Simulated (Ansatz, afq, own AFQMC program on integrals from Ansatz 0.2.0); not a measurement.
## CH$_{4}$ + CN, doublet: a scan with AFQMC

```yaml
atoms:
  - { symbol: C, position_ang: [-1.9427, 0.0000, 0.0000] }
  - { symbol: H, position_ang: [-2.3059, 1.0273, 0.0000] }
  - { symbol: H, position_ang: [-2.3059, -0.5137, 0.8897] }
  - { symbol: H, position_ang: [-2.3059, -0.5137, -0.8897] }
  - { symbol: H, position_ang: [-0.8531, 0.0000, 0.0000] }
  - { symbol: N, position_ang: [1.7334, 0.0000, 0.0000] }
  - { symbol: C, position_ang: [0.5733, 0.0000, 0.0000] }
```

A hydrogen atom is moved from one rigid fragment to the other; the C1–H5 distance tells how far. The two fragments are held close together, so this isn't a minimum-energy path and the start is a compressed complex. Energies in kJ/mol count from this geometry (1.090 Å) at the same level; the start stands on ROHF, each point on the determinant named.

Basis cc-pVDZ. Noble-gas cores (and the filled d shells of Ga–Kr and In–Xe) are frozen. Integrals, coupled cluster, full CI and functionals: Ansatz 0.2.0; the random walks run on the same integrals in our own AFQMC program. The CISD trial takes its coefficients from CCSD amplitudes. Released means that phaseless walkers are propagated on without the constraint, phases kept. Error bars are statistical, one sigma.

Cautions, each for one point or more: a spin-contaminated unrestricted determinant lies lower; higher spins were not checked; unrestricted determinant spin contaminated.

| r(C1–H5) / Å | det. | T1 | weight | ⟨S²⟩ | CCSD(T) | ph-AFQMC/CISD | CCSDT(Q) | wB97M-V | PBE |
| --- | --- | --- | --- | --- | --- | --- | --- | --- | --- |
| 1.186 | ROHF | 0.024 | 0.82 | pure | -13.6 | -13.9 ± 1.0 | -13.3 | -16.5 | -15.3 |
| 1.234 | ROHF | 0.024 | 0.82 | pure | -18.0 | -20.8 ± 1.1 | -17.6 | -22.0 | -18.8 |
| 1.282 | ROHF | 0.024 | 0.82 | pure | -22.1 | -24.4 ± 1.0 | -21.6 | -26.6 | -20.7 |
| 1.330 | ROHF | 0.022 | 0.83 | pure | -25.6 | -26.4 ± 1.1 | -25.1 | -30.2 | -21.2 |
| 1.426 | UHF | 0.029 | 0.82 | 0.86 | -25.8 | -29.0 ± 1.1 | -25.9 | -30.5 | -14.3 |

Weight is that of the determinant in the CISD state; at the start T1 is 0.025 and the weight 0.82. Largest departures from CCSDT(Q), at the points where its series has closed: CCSD(T) -0.6 kJ/mol at 1.330 (on ROHF), ph-AFQMC/CISD -3.2 kJ/mol at 1.234 (on ROHF), wB97M-V -5.1 kJ/mol at 1.330, PBE 11.6 kJ/mol at 1.426. Functionals count only at points shown to share the start's state and spin. In this small basis the wave-function levels are far from their limit, so their gap to the functionals isn't the functionals' error. In total energy ph-AFQMC/CISD lies 40 ± 7 meV above CCSDT(Q) at the start, so its agreement along the curve rests in part on cancellation.

Some points may be missing: those where a free walk finds a much lower state, and past Zn most of those on another determinant than at the start.

CCSDT and higher add their correlation energy to the determinant of the CCSD(T) run, since their own runs factorise the integrals more tightly (a shift of under 2 meV). A walk keeps the symmetry of its determinant, which the program's search chose and which needn't be the lowest solution, so a lower state of the same spin and another symmetry isn't excluded.
